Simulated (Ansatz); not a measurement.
Antiferromagnetic (type II) rock-salt MnS was calculated with r²SCAN in Ansatz (PAW).

Numerical settings: plane-wave cutoff 560 eV, 10×10×10 k mesh, Fermi–Dirac smearing 0.01 eV, spin-polarised with opposed moments, scalar-relativistic PAW data made under PBE.

Cell (relaxed at this level):

```cif
data_Mn2S2
_chemical_formula_sum 'Mn2 S2'
_space_group_name_H-M_alt 'P 1'
_space_group_IT_number 1
_cell_length_a 6.30927
_cell_length_b 6.30927
_cell_length_c 6.30927
_cell_angle_alpha 33.737
_cell_angle_beta 33.737
_cell_angle_gamma 33.737
loop_
_space_group_symop_operation_xyz
  'x, y, z'
loop_
_atom_site_label
_atom_site_type_symbol
_atom_site_fract_x
_atom_site_fract_y
_atom_site_fract_z
_atom_site_occupancy
Mn1 Mn 0.00000 0.00000 0.00000 1
Mn2 Mn 0.50000 0.50000 0.50000 1
S1 S 0.25000 0.25000 0.25000 1
S2 S 0.75000 0.75000 0.75000 1
```
Starting moments (μB, in the order of the record's atoms Mn Mn S S): 5.0 -5.0 0.0 0.0.

Task: What does this level give for the band gap, bulk modulus, magnetic moment (largest site, within a sphere), smallest direct gap on the k points sampled, pressure derivative B′ of the bulk modulus and direct gap at Γ?

Result: 
band gap: 1.71 eV (indirect)
bulk modulus: 83.8 GPa
magnetic moment (largest site, within a sphere): 4.30 μB
smallest direct gap on the k points sampled: 2.15 eV
pressure derivative B′ of the bulk modulus: 3.9
direct gap at Γ: 3.48 eV

Measured, for comparison: bulk modulus 75 ± 2 GPa (room temperature, not corrected to a static lattice, our sources range from 72.0 to 88.0; as tabulated in Sweeney, Heinz, compression of alpha-MnS (alabandite), Phys. Chem. Miner. 20 …). Computed (rounded) less measured: bulk modulus not scored (sources differ).

Note: the bulk modulus comes from volumes at which shape and atoms were relaxed.

Moments are spin moments.

Computed values are for the static lattice.

Ansatz is a first-principles code.
